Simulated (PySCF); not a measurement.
Gas-phase reaction: 3 i-Si₄H₁₀ ⇌ 4 c-Si₃H₆ + 3 H₂

Method: PySCF energies plus ideal-gas RRHO corrections (1 bar). † marks an energy on the PBE0/def2-TZVP geometry and frequencies. MP2 freezes the core. All species are closed-shell singlets. B3LYP is the form with VWN-RPA correlation. c-Si₃H₆: computed as isolated molecules; such fragments, hydroxides, amides, oligomers or adducts are transient or little studied in the gas. MP2 isn't extrapolated to the basis-set limit; its ΔH°(298 K) is 654.1 kJ in def2-SVP and 627.6 kJ in def2-TZVPP. The harmonic model lacks anharmonicity and excited electronic states, which grow with temperature; levels with a mode under 35 cm⁻¹ are left out. Internal rotation in i-Si₄H₁₀ is treated as a harmonic vibration of one conformer, which makes the entropy rough.

```json
[
 {"level": "B3LYP/def2-TZVP†", "ΔE electronic, kJ": "650", "ΔH°(298 K), kJ": "603", "ΔS°(298 K), J/K": "395", "ΔG°(1600 K), kJ": "-32"},
 {"level": "BLYP/def2-TZVP†", "ΔE electronic, kJ": "607", "ΔH°(298 K), kJ": "560", "ΔS°(298 K), J/K": "395", "ΔG°(1600 K), kJ": "-75"},
 {"level": "MP2/def2-SVP†", "ΔE electronic, kJ": "700", "ΔH°(298 K), kJ": "654", "ΔS°(298 K), J/K": "395", "ΔG°(1600 K), kJ": "19"},
 {"level": "MP2/def2-TZVPP†", "ΔE electronic, kJ": "674", "ΔH°(298 K), kJ": "628", "ΔS°(298 K), J/K": "395", "ΔG°(1600 K), kJ": "-8"},
 {"level": "PBE0/def2-SVP†", "ΔE electronic, kJ": "656", "ΔH°(298 K), kJ": "610", "ΔS°(298 K), J/K": "395", "ΔG°(1600 K), kJ": "-25"},
 {"level": "ωB97M-V/def2-TZVP†", "ΔE electronic, kJ": "672", "ΔH°(298 K), kJ": "626", "ΔS°(298 K), J/K": "395", "ΔG°(1600 K), kJ": "-10"},
 {"level": "ωB97X-V/def2-TZVP†", "ΔE electronic, kJ": "687", "ΔH°(298 K), kJ": "640", "ΔS°(298 K), J/K": "395", "ΔG°(1600 K), kJ": "5"}
]
```
ΔH° is lowest at BLYP/def2-TZVP† and highest at MP2/def2-SVP†. No reference value is set beside these.
